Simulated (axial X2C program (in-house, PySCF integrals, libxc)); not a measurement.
# Spin–orbit effects down a group: molecules with Mg (ions), CCSD

All values come from calculations with an axial X2C code built on PySCF integrals, spin-free (one-electron X2C) or two-component (2c: spin–orbit coupling with atomic mean-field Coulomb and Gaunt terms, which also bring small scalar terms), in Dyall basis sets with cores contracted in-house; open shells are unrestricted.

Basis sets: H dyall-v3z, Li dyall-cv3z, Mg dyall-cv3z, Na dyall-cv3z. Frozen shells (counts by l): MgH⁺ Mg 2s1p, H none, 2 electrons correlated; LiMg⁺ Mg 2s1p, Li 1s, 2 electrons correlated; NaMg⁺ Mg 2s1p, Na 1s, 10 electrons correlated. Coupled cluster in natural virtuals with an MP2 remainder. Where the outer core of a metal is frozen, bonds come out longer and ionisation energies lower. Frozen cores can differ along the series, which adds to the trend.

```csv
molecule,spin-free state,Re (Å),ωe (cm⁻¹),De (eV),2c state,Re 2c (Å),ωe 2c (cm⁻¹),De 2c (eV)
MgH⁺,"M_S = 0, Λ = 0",1.664,1688.6,2.09,Ω = 0,1.664,1688.4,2.09
LiMg⁺,"M_S = 0, Λ = 0",2.936,261.5,0.81,Ω = 0,2.936,261.5,0.81
NaMg⁺,"M_S = 0, Λ = 0",3.243,150.3,0.57,Ω = 0,3.243,150.3,0.57
```

Fragments in 2c: Mg+ + H, Mg + Li+, Mg + Na+. Each entry is the lowest single determinant of a limited PBE0 search at one distance. De goes to single-determinant-based atoms at the same level (for ions the charge split of lowest energy) and is withheld (n/a) where an atom does not fit its ground term or J level. Main or longest-lived isotopes.
